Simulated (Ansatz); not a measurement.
**LiC+ (triplet): from Hartree-Fock to the top rungs at distance C1–Li2 = 4.306 Å, aug-cc-pVTZ**

Aim: climb from Hartree-Fock through coupled cluster for LiC+ (triplet) at one geometry and basis, and see what each rung misses.

Computed with Ansatz 0.2.0, Gaussian basis. Level: aug-cc-pVTZ, core rule «outside noble gas», up to 2 orbitals frozen.

To be run: UHF; CCSD(T) on ROHF; CCSD(T) on UHF; BCCD(T) on ROHF; CCSDT(Q) on ROHF; CCSDT(Q) on UHF; Full CI.

39 further runs of the same task are left out: 19 for a known fault of the program, 15 that didn't finish, 5 set aside as unsound or not needed.

**1. What is computed**

The geometry derives from a PBE0/def2-TZVP stationary point (not a proven minimum). One bond is set to the value named and the two fragments are kept rigid.

2 atoms, charge 1, spin multiplicity 3.

Atoms are counted from 1 here; the program's logs count them from 0.

No contacts short enough for the rule that draws bonds.

As a file:

```
C     0.0000    0.0000    0.0000
Li    0.0000    0.0000    4.3060
```

**2. UHF**

in.yaml reads:

```yaml
crystal:
  periodic: [false, false, false]
  atoms:
    - {symbol: C, position_ang: [0.000000, 0.000000, 0.000000]}
    - {symbol: Li, position_ang: [0.000000, 0.000000, 4.306000]}
basis:
  gaussian: {orbitals: aug-cc-pVTZ}
total_charge: 1
magnetization: {spin_polarized: true, initial_magnetization: 2}
hamiltonian: {xc: hf}
output: {orbitals: {seedname: orbitals}}
```

On the command line:

```sh
$ ansatz run in.yaml --threads 1 --pin off --events-out ev --progress --plain --max-ram 2393MiB
```

The runs that follow: CCSD(T) on ROHF; CCSD(T) on UHF; BCCD(T) on ROHF; CCSDT(Q) on ROHF; CCSDT(Q) on UHF; Full CI.

**Question.** What will the summary of the whole plan be? Wanted: FCI from the RHF energy; RMP2 from FCI; UMP2 from FCI; RCCSD from FCI; RCCSD(T) from FCI; UCCSD(T) from FCI; RCCSDT(Q) from FCI; UCCSDT(Q) from FCI; T1 diagnostic.

As calculated:

```
                         quantity                                                              value
          FCI from the ROHF energy                                                         -2.5947 eV
                    RMP2 from FCI                                                         +621.4 meV
                    UMP2 from FCI                                                         +617.5 meV
                   RCCSD from FCI                                                          +76.5 meV
                RCCSD(T) from FCI                                                          +14.2 meV
                UCCSD(T) from FCI                                                          +12.4 meV
               RCCSDT(Q) from FCI                                                           -0.5 meV
               UCCSDT(Q) from FCI                                                           -2.4 meV
levels within 1 kcal/mol (43 meV)  RCCSD(T), UCCSD(T), BCCD(T), RCCSDT, UCCSDT, RCCSDT(Q), UCCSDT(Q)
                    T1 diagnostic                                                              0.020
   effectively unpaired electrons                                                               2.03
```

What this shows: RCCSD(T) misses by +14.2 meV, 0.5 % of the correlation energy. UCCSDT(Q) falls below full CI: unrestricted runs freeze a spin-polarised core, another one than full CI's, and coupled cluster isn't variational. One determinant dominates. These misses are within one basis, not against nature; the frozen cores of restricted and unrestricted runs differ, which can shift their rows.

Levels on UHF freeze UHF's core orbitals, full CI those of ROHF, so the U rows can settle a little off it for that reason alone.
